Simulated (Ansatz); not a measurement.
We consider fcc Rh, described by LDA (plane waves, PAW; Ansatz, an electronic-structure program).

Input file:

Ansatz 0.2 input:
```yaml
crystal:
  lattice:
    - [0.0, 1.913663127, 1.913663127]
    - [1.913663127, 0.0, 1.913663127]
    - [1.913663127, 1.913663127, 0.0]
  atoms:
    - { symbol: Rh, position: [0.0, 0.0, 0.0] }
basis:
  ecutwfc: 520
  ecutrho_ratio: 4
  xc_grid: 2
kpoints:
  mp_grid: { grid: [24, 24, 24] }
hamiltonian:
  xc: lda
  dispersion: none
  pseudopotentials: { kind: paw }
scf:
  occupations: { method: fermi_dirac, width: 0.05 }
  convergence: { dr2_threshold: 0.000000001 }
output:
  forces: false
  stress: true
  eigenvalues: true
```

Q: How many irreducible k-points, plane waves at Γ does the program set up, and what pressure does the run end with?

A: 413 irreducible k-points, 339 plane waves at Γ; P = -15.97 GPa, so the cell is stretched on average and its volume would shrink at this level.

Excerpt of the program's output:

```
WARN output.stress: scf.convergence.dr2_threshold = 1e-9 eV is looser than the 1e-10 eV advised for a printed stress (1e-10 eV for each atom of the cell: 1)
Crystal: 1 atoms, lattice volume = 14.016 Å³
Basis set: ecut = 520 eV, 339 PW (Γ), exchange–correlation on 48×48×48 points (8 copies of the dense FFT grid, shifted against one another)
Bands: 13, of which v1, the nominal top of the filled ones, is band 9 counted from 1 (8 counted from 0)
Symmetry: 48 space group operations
Space group: Fm-3m (ITA 225), of the structure as read, at distance tolerance 2.4e-5 Å
k-points: 413 of 13824
Functional: x = slater, c = lda
SCF iter   1: F=—  HF=-6278.616979 eV  |F-HF|=—  |Δ(HF+E_count)|=         —  Δρ=1.11e-2  dr2=1.09e-2
SCF iter   2: F=—  HF=-6278.614456 eV  |F-HF|=—  |Δ(HF+E_count)|=   2.52e-3  Δρ=5.20e-3  dr2=1.58e-3
  ...
SCF iter   6: F=—  HF=-6278.614017 eV  |F-HF|=—  |Δ(HF+E_count)|=   1.70e-8  Δρ=9.91e-6  dr2=2.18e-9
SCF iter   7: F=-6278.614017 eV  HF=-6278.614017 eV  |F-HF|=1.73e-11  |Δ(HF+E_count)|=  8.46e-10  Δρ=4.61e-7  dr2=2.28e-11
SCF 1 converged in 7 iterations: F = -6278.614017 eV  dr2 = 2.28e-11
SCF converged after 7 iterations
Free energy (F): -6278.614017 eV
Internal energy: -6278.603612 eV  (E = F + TS)
E sigma→0 (E₀):  -6278.608815 eV
Fermi energy:    21.513148 eV
--- Stress (GPa, compression-positive) ---
      -15.966555       0.000000       0.000000
       -0.000000     -15.966555      -0.000000
       -0.000000       0.000000     -15.966555
  P = ⅓ Tr σ = -15.9666 GPa (-159.666 kbar)
```

The cell is one volume of an energy–volume scan, off the minimum.

The PAW data were made under PBE.

Computing time: roughly 6 core-seconds.
